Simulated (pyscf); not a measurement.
5 gas-phase steps of one pattern: hydrogen abstraction on the doublet surface, H–H broken and H–Si formed. PySCF, gas phase, ωB97X-D3(BJ)/def2-SVP geometries. Electronic energies in kcal/mol, from the separated reactants; ΔE‡ and ΔE at ωB97M-D3(BJ)/def2-TZVP. Rows were drawn at random from the steps of this pattern with a verified saddle, stable references and no exit in the data more than 5 kcal/mol lower.

| row | step | ΔE | ΔE‡ |
|---|---|---|---|
| 1 | H₃C–SiH•–CH₃ + H₂ → H₃C–SiH₂–CH₃ + H• | +9.5 | 14.0 |
| 2 | H₂N–Si•(NH₂)–I + H₂ → H₂N–SiH(NH₂)–I + H• | +12.3 | 16.3 |
| 3 | F–SiH₂–SiH₂• + H₂ → F–SiH₂–SiH₃ + H• | +14.9 | 19.2 |
| 4 | [HSi=S]• + H₂ -> H₂Si=S + H• | +21.4 | ? |
| 5 | [HSi=Se]• + H₂ -> H₂Si=Se + H• | +22.8 | 26.5 |

**Question.** Fit ΔE‡ = a + b·ΔE to the other rows and predict row 4.

**Answer.** Over the 4 complete rows the means are +14.9 (ΔE) and 19.0 (ΔE‡); least squares gives b = 0.95 and a = 4.9 kcal/mol, with residuals of 0.2 kcal/mol (root mean square; largest 0.3, row 2). For row 4: 4.9 + 0.95 × (+21.4) = 25.2 kcal/mol. The computed barrier is 25.3 kcal/mol, 0.1 over the line. The line follows these rows closely. A slope of 0.95 suggests late, product-like saddles. Each barrier is that of the saddle found. Elements up to Kr have no core potential and no relativistic terms here. Elements past Kr carry the def2 core potentials, without spin-orbit coupling.
